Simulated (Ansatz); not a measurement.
Bond stretch in SMILES C=C (C2H4). The C1–C4 bond (C1 also carries H, H; C4 carries H, H) is pulled apart rigidly from the PBE0/def2-TZVP optimised geometry. Each curve is given relative to its own lowest point near equilibrium.

| R / Å | A | B | C |
|---|---|---|---|
| 0.99 | 674.4 | 690.2 | 697.7 |
| 1.06 | 364.9 | 372.9 | 379.3 |
| 1.14 | 153.3 | 156.1 | 161.0 |
| 1.18 | 88.5 | 89.7 | 93.7 |
| 1.26 | 16.7 | 16.6 | 18.5 |
| 1.28 | 8.2 | 8.0 | 9.3 |
| 1.32 | 0.0 | 0.0 | 0.0 |
| 1.37 | 3.2 | 3.9 | 2.1 |
| 1.41 | 14.3 | 15.8 | 12.5 |
| 1.44 | 26.5 | 28.7 | 24.2 |
| 1.56 | 98.3 | 104.2 | 94.0 |
| 1.64 | 158.2 | 166.8 | 152.2 |
| 1.80 | 287.1 | — | — |
| 1.97 | 420.6 | — | — |
| 2.15 | 547.2 | — | — |
| 2.36 | 671.7 | — | — |
| 2.66 | 808.1 | — | — |
| 2.90 | 887.9 | — | — |

Energies in kJ/mol.

Problem. Which curve belongs to which method? The methods are CCSD on RHF/cc-pVTZ, frozen core in Ansatz (a program for electronic structure); CCSD(T) on RHF/cc-pVTZ, frozen core (Ansatz); Ansatz with restricted PBE/cc-pVTZ.

Solution. A is RKS-PBE; B is RCCSD; C is RCCSD(T).

A dash means that the run gave no value there, or that the column was ended at a point which the program doubted or which failed a test of continuity chosen for this set; such a test can also cut sound points.

The restricted form behind RKS-PBE keeps the bonding electrons paired and can't separate into open-shell fragments. The T1 diagnostic of CCSD on the restricted reference of RCCSD, RCCSD(T) exceeds 0.045 at 2.36 Å.
